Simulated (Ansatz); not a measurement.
# C6H12: vertical ionisation energy

The task here is to estimate one member of a computed series from the others.

Program: Ansatz 0.2.0, Gaussian basis. Level of theory: unrestricted cation, the program's frozen cores in correlated methods. These are calculated values, not measurements.

The runs, in order: UKS PBE-D4/def2-TZVPP; UKS r2SCAN-D4/def2-TZVPP; UKS PBE0-D4/def2-TZVPP; UKS B3LYP-D4/def2-TZVPP; UKS wB97X-V/def2-TZVPP; UKS wB97M-V/def2-TZVPP; UKS B2PLYP/def2-TZVPP; then −ε(HOMO) from the neutral's earlier runs with LDA (SPW92), PBE-D4, revPBE-D4, BLYP-D4, r2SCAN-D4, B97M-V, PBE0-D4, B3LYP-D4, r2SCANh-D4, r2SCAN0-D4, HSE06-D4, BHLYP-D4, CAM-B3LYP-D4, LC-ωPBE, ωB97X-V, ωB97M-V.

### The relaxed structure

All runs share one geometry, relaxed beforehand with PBE0-D4 in a triple-zeta def2 set.

SMILES `CC/C=C/CC`, 18 atoms, charge 0, spin multiplicity 1.

Atoms are counted from 1 here; the program's logs count them from 0.

Bond lengths: C1–C2 1.525 Å, C1–H7 1.093 Å, C1–H8 1.093 Å, C1–H9 1.093 Å, C2–C3 1.492 Å, C2–H10 1.094 Å, C2–H11 1.097 Å, C3–C4 1.327 Å, C3–H12 1.091 Å, C4–C5 1.492 Å, C4–H13 1.091 Å, C5–C6 1.525 Å, C5–H14 1.094 Å, C5–H15 1.097 Å, C6–H16 1.093 Å, C6–H17 1.093 Å, C6–H18 1.093 Å. Angles: C2–C1–H7 111.3°, C2–C1–H8 111.0°, C2–C1–H9 110.8°, H7–C1–H8 107.8°, H7–C1–H9 108.2°, H8–C1–H9 107.6°, C1–C2–C3 112.5°, C1–C2–H10 110.0°, C1–C2–H11 108.8°, C3–C2–H10 109.4°, C3–C2–H11 109.3°, H10–C2–H11 106.5°, C2–C3–C4 125.4°, C2–C3–H12 116.1°, C4–C3–H12 118.6°, C3–C4–C5 125.4°, C3–C4–H13 118.6°, C5–C4–H13 116.1° and more.

The first run:

File in.yaml:

```yaml
crystal:
  periodic: [false, false, false]
  atoms:
    - {symbol: C, position_ang: [-1.125925, -2.568187, -0.377799]}
    - {symbol: C, position_ang: [0.090958, -1.813383, -0.901275]}
    - {symbol: C, position_ang: [0.507684, -0.702245, 0.003599]}
    - {symbol: C, position_ang: [0.551996, 0.582355, -0.327225]}
    - {symbol: C, position_ang: [0.942206, 1.696496, 0.585743]}
    - {symbol: C, position_ang: [-0.175952, 2.715474, 0.775399]}
    - {symbol: H, position_ang: [-1.392097, -3.397390, -1.037477]}
    - {symbol: H, position_ang: [-0.934081, -2.981310, 0.616236]}
    - {symbol: H, position_ang: [-1.990253, -1.904643, -0.298511]}
    - {symbol: H, position_ang: [-0.116665, -1.412669, -1.898305]}
    - {symbol: H, position_ang: [0.923100, -2.519156, -1.016198]}
    - {symbol: H, position_ang: [0.780397, -0.988695, 1.020351]}
    - {symbol: H, position_ang: [0.269510, 0.869913, -1.340992]}
    - {symbol: H, position_ang: [1.243027, 1.285244, 1.554312]}
    - {symbol: H, position_ang: [1.822586, 2.208521, 0.177646]}
    - {symbol: H, position_ang: [-0.485334, 3.141887, -0.182742]}
    - {symbol: H, position_ang: [0.142856, 3.538727, 1.418995]}
    - {symbol: H, position_ang: [-1.054027, 2.249058, 1.228256]}
basis:
  gaussian: {orbitals: def2-TZVPP}
total_charge: 1
magnetization: {spin_polarized: true, initial_magnetization: 1}
hamiltonian: {xc: pbe, dispersion: d4}
```

Launch:

```
$ ansatz run in.yaml --threads 2 --pin off --events-out ev --progress --plain --max-ram 32768MiB --backend cuda --devices 0, --max-vram 18GiB
```

Among the steps run: Cation, UKS PBE-D4/def2-TZVPP; Cation, UKS r2SCAN-D4/def2-TZVPP; Cation, UKS PBE0-D4/def2-TZVPP; Cation, UKS B3LYP-D4/def2-TZVPP; Cation, UKS wB97X-V/def2-TZVPP; Cation, UKS wB97M-V/def2-TZVPP; Cation, UKS B2PLYP (frozen core)/def2-TZVPP.

One table of the session follows, with a row left open; its other results are not shown here.

It belongs to the step «Ionisation energies side by side». Orbital estimates, from the neutral's runs:

| functional | −ε(HOMO) (eV) |
| --- | --- |
| LDA (SPW92) | 5.99 |
| PBE-D4 | 5.83 |
| revPBE-D4 | 5.76 |
| BLYP-D4 | 5.68 |
| r2SCAN-D4 | 6.01 |
| B97M-V | 6.06 |
| PBE0-D4 | 6.93 |
| B3LYP-D4 | 6.72 |
| r2SCANh-D4 | ? |
| r2SCAN0-D4 | 7.05 |
| HSE06-D4 | 6.53 |
| BHLYP-D4 | 7.89 |
| CAM-B3LYP-D4 | 8.25 |
| LC-ωPBE | 9.62 |
| ωB97X-V | 9.25 |
| ωB97M-V | 9.16 |

Estimate the missing values for r2SCANh-D4.

Worked estimate for «−ε(HOMO) (eV)». Against the share of exact exchange, r2SCAN-D4 (0, 6.01), r2SCAN0-D4 (0.25, 7.05) give a slope of 4.16 per unit share; at 0.1 the line stands at 6.43.

The run gave: −ε(HOMO) (eV): 6.43. In «−ε(HOMO) (eV)» the line misses by 0.00.
